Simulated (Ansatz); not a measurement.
System: OF, net charge 0, doublet state. SMILES: [O]F
Geometry: optimised at B3LYP-D3(BJ)/def2-TZVP (Ansatz, a first-principles code).

Quantity: atomisation energy (electronic, to ground-state atoms), in kcal/mol. Correlated levels leave the core frozen unless marked. UHF or UKS for open shells. No spin-orbit coupling. Non-relativistic. The coupled-cluster limit lacks core correlation, which all-electron functionals hold. Basis-set limits of correlation are two-point, X^-3; Hartree-Fock from the larger set (for Q and 5 zeta extrapolated as (X+1)exp(-9√X)).

```json
[
 {"level": "r2SCAN/def2-TZVPD", "program": "Ansatz", "atomisation energy (kcal/mol)": "58.3"},
 {"level": "r2SCAN-D3(BJ)/def2-TZVPD", "program": "Ansatz + dftd3", "atomisation energy (kcal/mol)": "58.3"},
 {"level": "PBE0/STO-3G", "program": "Ansatz", "atomisation energy (kcal/mol)": "82.8"},
 {"level": "PBE0/6-31G*", "program": "Ansatz", "atomisation energy (kcal/mol)": "56.3"},
 {"level": "BHLYP/def2-TZVPD", "program": "Ansatz", "atomisation energy (kcal/mol)": "(withheld)"},
 {"level": "r2SCAN0/def2-TZVPD", "program": "Ansatz", "atomisation energy (kcal/mol)": "44.6"},
 {"level": "HSE06-D4/def2-TZVPD", "program": "Ansatz + dftd4", "atomisation energy (kcal/mol)": "(withheld)"},
 {"level": "LC-wPBE/def2-TZVPD", "program": "Ansatz", "atomisation energy (kcal/mol)": "(withheld)"},
 {"level": "B2PLYP/def2-TZVPD", "program": "Ansatz", "atomisation energy (kcal/mol)": "52.1"},
 {"level": "SCS-MP2/6-31G*", "program": "Ansatz", "atomisation energy (kcal/mol)": "41.0"},
 {"level": "SCS-MP2/def2-SVP", "program": "Ansatz", "atomisation energy (kcal/mol)": "39.2"},
 {"level": "CCSD/cc-pVQZ", "program": "Ansatz", "atomisation energy (kcal/mol)": "43.5"},
 {"level": "CCSD(T)/CBS(cc-pVQZ,cc-pV5Z)", "program": "Ansatz", "atomisation energy (kcal/mol)": "52.1"}
]
```

Question: What belongs in the gaps?

Answer: 
- BHLYP/def2-TZVPD, atomisation energy (kcal/mol): 35.0
- HSE06-D4/def2-TZVPD, atomisation energy (kcal/mol): 54.4
- LC-wPBE/def2-TZVPD, atomisation energy (kcal/mol): 56.6
